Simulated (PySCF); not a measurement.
Gas-phase reaction: 3 AlH + 3 CH₄ = Al(CH₃)₃ + Al₂H₆

Energies from PySCF, thermal terms from the rigid-rotor harmonic-oscillator model, ideal gas at 1 bar. † marks an energy on the PBE0/def2-TZVP geometry and frequencies; other levels use their own. 6-31G* has spherical d functions here. All species are closed-shell singlets. B3LYP is the form with VWN-RPA correlation. Methyl groups turn as free rotors in Al(CH₃)₃. Al₂H₆: computed as isolated molecules; such fragments, hydroxides, amides, oligomers or adducts are transient or little studied in the gas. The harmonic model lacks anharmonicity and excited electronic states, which grow with temperature; levels with a mode under 35 cm⁻¹ are left out.

```tsv
level	ΔE electronic, kJ	ΔH°(298 K), kJ	ΔS°(298 K), J/K	ΔG°(1400 K), kJ
B3LYP/def2-TZVP†	-412	-421	-498	242
HF/6-31G*	-341	-353	-505	322
HF/def2-TZVP†	-374	-383	-498	280
PBE/def2-TZVP†	-458	-467	-498	196
PBE0/def2-SVP†	-490	-499	-498	165
LDA/def2-TZVP†	-565	-574	-498	89
ωB97M-V/def2-TZVP†	-460	-469	-498	195
```
ΔH° is lowest at LDA/def2-TZVP† and highest at HF/6-31G*. No reference value is set beside these.
